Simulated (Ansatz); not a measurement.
# A ladder of methods for AlNH2F (SMILES [NH2][Al][F])

The species is AlNH2F (5 atoms), meant as a doublet with charge 0. As SMILES, `[NH2][Al][F]`. The coordinates come from a PBE0-D4/def2-TZVP relaxation. This is one conformer, not always the lowest.

```xyz
5

N    -0.3847    0.4990   -0.2638
Al    0.6320   -0.2828    0.9495
F     1.2287   -1.7868    0.5900
H    -0.8043    1.4083   -0.1627
H    -0.6217    0.0886   -1.1544
```

Quantity: the energy change with the N1–H5 bond stretched from 1.009 to 1.513 Å, in eV. The values are calculated.

```json
{"level": "USVWN5/STO-3G", "kind": "LDA", "program": "Ansatz", "value (eV)": "2.25", "less FCI/STO-3G": "+0.02", "CPU time (all runs)": "2.5 s"}
{"level": "UBLYP/STO-3G", "kind": "GGA", "program": "Ansatz", "value (eV)": "1.95", "less FCI/STO-3G": "-0.28", "CPU time (all runs)": "4.1 s"}
{"level": "UPBE/STO-3G", "kind": "GGA", "program": "Ansatz", "value (eV)": "2.10", "less FCI/STO-3G": "-0.13", "CPU time (all runs)": "4.1 s"}
{"level": "U-r2SCAN/STO-3G", "kind": "meta-GGA", "program": "Ansatz", "value (eV)": "2.33", "less FCI/STO-3G": "+0.10", "CPU time (all runs)": "11 s"}
{"level": "UBHLYP/STO-3G", "kind": "global hybrid", "program": "Ansatz", "value (eV)": "2.73", "less FCI/STO-3G": "+0.50", "CPU time (all runs)": "4.4 s"}
{"level": "UHSE06/STO-3G", "kind": "range-separated hybrid", "program": "Ansatz", "value (eV)": "2.49", "less FCI/STO-3G": "+0.26", "CPU time (all runs)": "5.7 s"}
{"level": "UCCSD(T)/STO-3G", "kind": "coupled cluster or CI", "program": "Ansatz", "value (eV)": "2.24", "less FCI/STO-3G": "+0.01", "CPU time (all runs)": "0.65 s"}
{"level": "UCCSDTQ/STO-3G", "kind": "coupled cluster or CI", "program": "Ansatz", "value (eV)": "2.23", "less FCI/STO-3G": "0.00", "CPU time (all runs)": "3.3 min"}
{"level": "FCI/STO-3G", "kind": "exact in the basis", "program": "Ansatz", "value (eV)": "2.23", "less FCI/STO-3G": "0.00", "CPU time (all runs)": "2.5 min"}
```

FCI/STO-3G is exact within its basis and frozen core, so for wave-function methods in that basis the difference is their error; functionals converge differently with the basis, so for them it is only a difference. The first shape isn't each level's own minimum. The values span 1.95 to 2.73 eV. Spin contamination of the reference (⟨S²⟩ at least 0.1 too high) touches UCCSD(T)/STO-3G, UCCSDTQ/STO-3G. All rows use very small basis sets, so even the best lies far from the true value. Times are those of the runs behind each value, whatever else they computed, on shared processors of several kinds: orders of magnitude only.
